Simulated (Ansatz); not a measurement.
Run this with Ansatz's Python interface and show what comes out.

Script `clsi_composite.py`:
```python
"""A composite energy for ClSi: DFT geometry, MP2 basis limit, coupled-cluster correction."""

import itertools

import ansatz as az
from ase.data import atomic_numbers, covalent_radii
import numpy as np

BASIS = "def2-SVP"
FUNCTIONAL = "PBE0"

geometry_ang = [
    ("Si", [0.0, 0.0, 0.0]),
    ("Cl", [0.0, 0.0, 2.085]),
]
geometry = az.Crystal.molecule()
for symbol, xyz in geometry_ang:
    geometry = geometry.atom(symbol, xyz)

job = (
    geometry.calculation()
    .basis(gaussian=BASIS)
    .functional(FUNCTIONAL)
    .spin("collinear", total=1)
)
symbols = [site.symbol for site in geometry.cartesian_sites]
start = np.array([site.position_ang for site in geometry.cartesian_sites], dtype=float)
summary = job.relax(force_tolerance=0.01).run().report
end = np.array(summary["positions_ang"])
# pairs closer than 1.2 times the sum of covalent radii, before or after
radius = [covalent_radii[atomic_numbers[s]] for s in symbols]
span = lambda where, i, j: np.linalg.norm(where[i] - where[j])
bonded = [(i, j) for i, j in itertools.combinations(range(len(symbols)), 2) if min(span(start, i, j), span(end, i, j)) < 1.2 * (radius[i] + radius[j])]
print("pair        before    after (A)")
for i, j in bonded:
    print(f"{symbols[i]}{i}-{symbols[j]}{j}".ljust(10), f"{span(start, i, j):8.4f} {span(end, i, j):8.4f}")

minimum = az.Crystal.molecule()
for symbol, place in zip(symbols, end):
    minimum = minimum.atom(symbol, place.tolist())
at_minimum = minimum.calculation().spin("collinear", total=1)
# MP2 extrapolated to the basis limit, plus the small-basis difference CCSD(T) - MP2
level = lambda method, basis: at_minimum.basis(gaussian=basis).correlation(method).run().report
small, large, cluster = level("mp2", "cc-pVDZ"), level("mp2", "cc-pVTZ"), level("ccsd_t", "cc-pVDZ")
corr = lambda each: (each["free_energy_ev"] - each["reference_energy_ev"]) / 27.211386246
mp2_limit = (27 * corr(large) - 8 * corr(small)) / 19
pieces = {"HF / cc-pVTZ": large["reference_energy_ev"] / 27.211386246, "MP2 correlation, DZ-TZ limit": mp2_limit, "CCSD(T) - MP2 / cc-pVDZ": corr(cluster) - corr(small)}
for name, value in pieces.items():
    print(f"{name:32s} {value:14.6f} Ha")
print(f"{'sum':32s} {sum(pieces.values()):14.6f} Ha")
print("T1 diagnostic", round(cluster["correlation"]["coupled_cluster"]["t1_diagnostic"], 4))
```

`python clsi_composite.py` gives:
```text
pair        before    after (A)
Si0-Cl1      2.0850   2.0850
HF / cc-pVTZ                        -748.453330 Ha
MP2 correlation, DZ-TZ limit          -0.289568 Ha
CCSD(T) - MP2 / cc-pVDZ               -0.033068 Ha
sum                                 -748.775966 Ha
T1 diagnostic 0.0178
```

Reading the output:
- Total energies depend on the basis set; only differences at equal settings carry meaning.
- The sum leaves out core correlation, relativity, the Hartree-Fock basis error and zero-point energy; a DZ-TZ extrapolation is rough.
- The species is open-shell (spin multiplicity 2).
- Inner cores stay frozen, so this is valence correlation.
- For Al to Cl the sets with a tight d function, cc-pV(X+d)Z, are usual.
- The spin state was assumed, and another may lie lower.
- An extrapolation from small basis sets is rough.
- The whole script took 3.6 s on 1 thread of Arm Neoverse V1, on a shared host, peak memory 0.18 GiB.

(A comment or docstring line of the script was reworded after the run, the code is as it ran; lines on the test bed's own set-up are left out of the output.)
